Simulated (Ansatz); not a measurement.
Ansatz (a first-principles code) input (CCSD(T)/cc-pVTZ):

Ansatz 0.2 input:
```yaml
crystal:
  periodic: [false, false, false]
  atoms:
    - {symbol: C, position_ang: [-0.01056978, 0.49778310, 0.42770843]}
    - {symbol: F, position_ang: [0.01210757, -0.48553006, -0.48251610]}
    - {symbol: H, position_ang: [-0.98026178, 0.69384468, 0.86184822]}
    - {symbol: H, position_ang: [0.93471233, 0.68922727, 0.91454611]}
basis:
  gaussian:
    orbitals: cc-pVTZ
magnetization: {spin_polarized: true, initial_magnetization: 1}
correlation: {method: ccsd_t, electrons: outside_noble_gas}
```

Output:

```
Functional definition: HF
integrals: 0.12 GiB planned
516 factors; integrals over basis functions are off by at most 8.7e-4 eV
mean field: 0.14 GiB planned
mean field evaluation 1: about -3766.7902 eV, gradient 1.3e1 eV
mean field evaluation 2: about -3766.7935 eV, gradient 1.3e1 eV
mean field evaluation 4: about -3767.6657 eV, gradient 2.4e0 eV
mean field evaluation 8: about -3767.7128 eV, gradient 1.1e-1 eV
mean field evaluation 16: about -3767.6992 eV, gradient 7.4e-1 eV
mean field -3767.71298642 eV, -138.4608984035 hartree, gradient 2.2e-6 eV, S^2 0.761421; 0 other end points of the search recorded, 0 dependent functions left out
2 core orbitals not correlated
reference -3767.71298642 eV, -138.4608984035 hartree; 7, 6 occupied and 79, 80 virtual orbitals, 516 factors
second order -10.83123641 eV of doubles, -0.00000000 eV of singles
coupled cluster: 0.36 GiB planned
cycle   1  -10.95530928 eV  change   -1.2e-1 eV  update   6.6e-2
cycle   2  -11.20005312 eV  change   -2.4e-1 eV  update   2.0e-2
cycle   3  -11.26776148 eV  change   -6.8e-2 eV  update   1.3e-2
cycle   4  -11.26067651 eV  change    7.1e-3 eV  update   4.5e-3
cycle   5  -11.26209826 eV  change   -1.4e-3 eV  update   2.0e-3
cycle   6  -11.26266705 eV  change   -5.7e-4 eV  update   5.8e-4
cycle   7  -11.26246992 eV  change    2.0e-4 eV  update   2.0e-4
cycle   8  -11.26249055 eV  change   -2.1e-5 eV  update   8.6e-5
cycle   9  -11.26249156 eV  change   -1.0e-6 eV  update   2.5e-5
cycle  10  -11.26247707 eV  change    1.4e-5 eV  update   1.0e-5
perturbative correction -0.33798149 eV, -0.0124205906 hartree
Total energy: -3779.31344498 eV, -138.8872073922 hartree
```
